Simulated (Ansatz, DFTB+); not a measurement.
Elastic constant C33 (GPa) of solids drawn from the class of elemental solids other than molecular ones, at two levels: GFN1-xTB as cut by DFTB+ (DFTB+), and r²SCAN in Ansatz (plane waves, PAW).

```tsv
solid	GFN1-xTB as cut by DFTB+	r²SCAN	shift (%)
hcp Be	143	403	+182
hcp Zr	51.6	166	+222
hcp Ru	441	692	+57
hcp Os	694	887	+28
hcp Re	212	705	+233
hcp Tc	251	566	+125
```

The shifts run from +28 % to +233 %, with a median of +154 %.

Over all 6 rows r²SCAN is the larger in 6.

Ansatz's runs of these crystals have no spin polarisation.

Spin–orbit coupling is left out, also for the solids with elements from indium on (hcp Os, hcp Re); its size isn't shown.

Each level is taken at its own relaxed cell. Caveats: codes differ in how they cut the long-range tail of xTB's charge interaction in a crystal, so the value belongs to this code (GFN1-xTB as cut by DFTB+: hcp Be, hcp Zr, hcp Ru, hcp Os, hcp Re, hcp Tc); the method was fitted mainly to molecules (GFN1-xTB as cut by DFTB+: hcp Be, hcp Zr, hcp Ru, hcp Os, hcp Re, hcp Tc); the relaxed volume lies over a fifth from the starting cell (GFN1-xTB as cut by DFTB+: hcp Be, hcp Zr). Ansatz's density-functional and Hartree–Fock values are scalar-relativistic unless marked +SOC, with PAW data made under PBE.

Ansatz is an electronic-structure program.
